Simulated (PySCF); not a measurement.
System (SMILES): P#P (P2).
Geometry (B3LYP-D3(BJ)/def2-TZVP, fixed):
```
P
P 1 1.8895
```

Basis-set convergence of the lowest singlet excitation energy at PBE0 with PySCF. Tamm-Dancoff approximation; the state is taken by its order, and sets in which it differs in degeneracy or brightness are left out, yet its character can still change. All functions are spherical. Density fitting with generated auxiliary sets. No added dispersion term, no relativity. Reference: the value in aug-pcseg-3, 3.593 eV, itself unsure by roughly 0.004 eV (its mean distance from aug-cc-pV(Q+d)Z, aug-pcseg-2, aug-cc-pV(T+d)Z). Deviations are taken from unrounded values. Cost is core time over that of 6-311+G**, rough, on shared machines of one kind; a dash marks a row that isn't timed (too short, read off another run, short of memory, by another algorithm or on other hardware).

| basis | functions | cost |
|---|---|---|
| STO-3G | 18 | - |
| 3-21G | 26 | - |
| 6-31G | 26 | - |
| 6-31G** | 36 | 0.6× |
| def2-SVP | 36 | 0.6× |
| 6-31+G* | 44 | - |
| 6-311G** | 52 | 0.8× |
| 6-311+G** | 60 | 1× |
| 6-311++G(2d,2p) | 70 | 2× |
| def2-TZVP | 74 | 1× |
| def2-TZVPP | 84 | 2× |
| 6-311++G(3df,3pd) | 94 | 3× |
| def2-QZVPP | 140 | 7× |

Question: Which is the smallest set listed that can be trusted to 0.2 eV here, that is, within that of the reference together with its larger relatives (same family, alike in diffuse functions; a set with none to test it counts only in the reference's own line)?

Answer: The smallest set listed that lies within 0.2 eV of the reference with all its larger relatives (same family, alike in diffuse functions; a set with none counts only in the reference's own line) is 6-31G** (36 functions, 0.6× in cost, 0.062 eV off), level with def2-SVP. Value minus reference: STO-3G 0.592, 3-21G 0.301, 6-31G 0.248, 6-31G** 0.062, def2-SVP 0.100, 6-31+G* 0.047, 6-311G** 0.067, 6-311+G** 0.060, 6-311++G(2d,2p) 0.026, def2-TZVP 0.013, def2-TZVPP 0.013, 6-311++G(3df,3pd) 0.014, def2-QZVPP 0.005 eV.
